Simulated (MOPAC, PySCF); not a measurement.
Energy landscape of CS2, singlet: symmetric bend, bond length relaxed. Scanned: S-C-S angle. Other coordinates (C-S bond length) were minimised at PBE0/def2-TZVP.

AM1, restricted, heats of formation (MOPAC); RHF/cc-pVTZ (PySCF); RHF/STO-3G = PySCF with restricted Hartree-Fock/STO-3G.

Energies in eV, each method relative to its own lowest point.

| a / ° | AM1 | RHF | RHF/STO-3G |
|---|---|---|---|
| 180 | 0.000 | 0.000 | 0.000 |
| 170 | 0.069 | 0.069 | 0.064 |
| 160 | 0.279 | 0.280 | 0.259 |
| 150 | 0.637 | 0.641 | 0.601 |
| 140 | 1.159 | 1.168 | 1.116 |
| 130 | 1.867 | 1.891 | 1.846 |
| 120 | 2.787 | 2.855 | 2.848 |
| 110 | 3.958 | 4.131 | 4.210 |
| 100 | — | 5.861 | 6.148 |
| 90 | — | 8.352 | 9.098 |
| 80 | — | ___ | 13.322 |

Question: What belongs in the gaps?

Answer: 
- 80, RHF: 11.789

A dash means that the run gave no value there, or that the column was ended at a point which the program doubted or which failed a test of continuity chosen for this set; such a test can also cut sound points.
